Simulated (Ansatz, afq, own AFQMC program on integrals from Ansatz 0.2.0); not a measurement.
ZrF⁺, quintet: AFQMC among the cluster methods

```xyz
2

Zr    0.0000    0.0000    0.0000
F     0.0000    0.0000    1.8888
```

Basis def2-TZVP with its core potentials. Noble-gas cores (and the filled d shells of Ga–Kr and In–Xe) are frozen. Integrals, coupled cluster, full CI and functionals: Ansatz 0.2.0; the random walks run on the same integrals in our own AFQMC program. ph-AFQMC/CISD is guided by a CISD state made of CCSD amplitudes; releasing the constraint for a short imaginary time cuts its bias at the price of noise, slowly where states lie close. Error bars are statistical, one sigma. No spin–orbit coupling. The metal's outer-core s and p shells are frozen, which shifts wave-function levels against functionals.

Determinant: UHF, the one that the program's search chose, which needn't be the lowest solution. The geometry is a PBE0/def2-TZVP stationary point of this or a neighbouring charge and spin state.

No full CI on the walks' own integrals is used here; CCSDT(Q) serves as the reference and is uncertain by about the last step of the cluster series.

Cautions: no spin-orbit coupling; outer-core shells of the metal frozen; another spin lies lower.

* T1 diagnostic: 0.0133
* weight of the determinant in the CISD state: 0.946
* ⟨S²⟩ of the determinant: 6.008
* size of the correlated space: 10 electrons in 66 orbitals

**Question.** Estimate: order these by the size of their error in total energy against CCSDT(Q), smallest first.
A. MP2
B. phaseless AFQMC with a CISD trial
C. CCSD
D. CCSDT

**Answer.** D (0.15 kcal/mol), B (0.67 ± 0.09 kcal/mol), C (3.29 kcal/mol), A (13.66 kcal/mol).

Reference: CCSDT(Q), correlation energy -6.416 eV.
